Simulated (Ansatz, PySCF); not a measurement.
NO, charge +1, multiplicity 1. Atoms are numbered in the order given.

```xyz
2

N      0.0000     0.0000    -0.5706
O      0.0000     0.0000     0.4992
```
Charge +1, spin multiplicity 1.

Geometry optimised at PBE-D3(BJ)/def2-TZVPD.

Vertical ionisation energy (IE) and electron affinity (EA) in eV. Rows of orbital energies are one-electron estimates. Where ΔSCF, EOM or ADC give a negative EA the extra electron is unbound and the value depends on the basis.

```tsv
level	IE	EA
−ε(HOMO), −ε(LUMO), M06-2X/def2-TZVPD (PySCF)	27.21	11.48
−ε(HOMO), −ε(LUMO), B3LYP/def2-TZVPD (PySCF)	25.00	13.54
−ε(HOMO), −ε(LUMO), PBE/def2-TZVPD (PySCF)	23.10	14.62
EOM-CCSD/aug-cc-pVDZ (PySCF)	29.12	8.49
ADC(3)/aug-cc-pVDZ (PySCF)	(withheld)	(withheld)
ΔSCF, ωB97X-V/def2-TZVPD (Ansatz), final states of multiplicity 2 and 2	29.54	9.10
ΔSCF, PBE/def2-TZVPD (Ansatz), final states of multiplicity 2 and 2	29.10	9.01
```

Fill in the missing entries. (The exact figures need the calculation; the answer reports its results.)


- ADC(3)/aug-cc-pVDZ (PySCF), IE: 28.66
- ADC(3)/aug-cc-pVDZ (PySCF), EA: 8.68

What vertical singlet–triplet gap does ΔSCF give with ωB97X-V/def2-TZVPD (Ansatz, a quantum-chemistry and plane-wave program) and with PBE/def2-TZVPD (Ansatz)? (The exact figures need the calculation; the answer reports its results.)

7.76 and 7.47 eV (triplet above singlet where positive).

Computed lowest 1s main lines (those of the lightest heavy element) from CVS-ADC(2)-x/aug-cc-pVDZ (PySCF, non-relativistic), with pole strengths:
427.7 eV (1.52).

Beyond the first one, list the lowest photoelectron lines from ADC(3)/aug-cc-pVDZ (PySCF 2.14.0) with their pole strengths (two spins summed). (The exact figures need the calculation; the answer reports its results.)

31.17 eV (1.84), 31.17 eV (1.84), 34.59 eV (1.54), 38.66 eV (0.31).
